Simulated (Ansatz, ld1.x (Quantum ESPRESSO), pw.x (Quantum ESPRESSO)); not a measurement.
## Which H potential is closest to all-electron in the sc crystal?

All use LDA (PW92), scalar-relativistic, no spin, cutoffs from each file’s atomic test, pw.x 7.5; 18³ k-points, Fermi–Dirac smearing 0.01 Ry. Δ is the rms difference from all-electron LAPW of the E(V) curves that follow from fits to the pressures, over ±6 % in volume. Mesh and smearing are coarse and serve the comparison alone. The files are a selection: those with a ghost or negative overlap were mostly not run, and those with noisy or unconverged pressures or nearly equal Δ are left out.

All-electron: a0 = 1.446 Å (V0 = 3.02 Å³/atom), B0 = 108.1 GPa.

(1) Rank them by Δ, smallest first.
A. PAW, ld1.x (Quantum ESPRESSO) 7.5, LDA (PW92); core none, reference 1s1; waves: 1s (bound): rcut 1.55, rcutus 1.65 bohr; 1s channel at 0.6 Ry: rcut 1.55, rcutus 1.65 bohr; 2p channel at 0.2 Ry: rcut 1.25, rcutus 1.55 bohr; 2p channel at 0.95 Ry: rcut 1.25, rcutus 1.55 bohr; local part: all-electron potential smoothed inside 1.60 bohr (lloc = -1); core correction: none; augmentation: PSQ, inside the norm-conserving radii.
B. norm-conserving Troullier–Martins (Kleinman–Bylander form), ld1.x (Quantum ESPRESSO) 7.5, LDA (PW92); core none, reference 1s1; waves: 2p channel at 0.05 Ry: rc 1.50 bohr; 1s (bound): rc 1.40 bohr; local part: the s channel; core correction: none.
C. PAW, ld1.x (Quantum ESPRESSO) 7.5, LDA (PW92); core none, reference 1s1; waves: 1s (bound): rcut 1.10, rcutus 1.40 bohr; 1s channel at 1.4 Ry: rcut 1.10, rcutus 1.40 bohr; 2p channel at 0.45 Ry: rcut 1.20, rcutus 1.40 bohr; 2p channel at 2.35 Ry: rcut 1.20, rcutus 1.40 bohr; local part: all-electron potential smoothed inside 1.15 bohr (lloc = -1); core correction: none; augmentation: PSQ, inside the norm-conserving radii.
D. norm-conserving Troullier–Martins (Kleinman–Bylander form), ld1.x (Quantum ESPRESSO) 7.5, LDA (PW92); core none, reference 1s1; waves: 2p channel at 0.15 Ry: rc 1.40 bohr; 1s (bound): rc 1.50 bohr; local part: the s channel; core correction: none.

## Answers

(1) C (0.1 meV/atom), A (0.5 meV/atom), B (0.8 meV/atom), D (1.3 meV/atom).
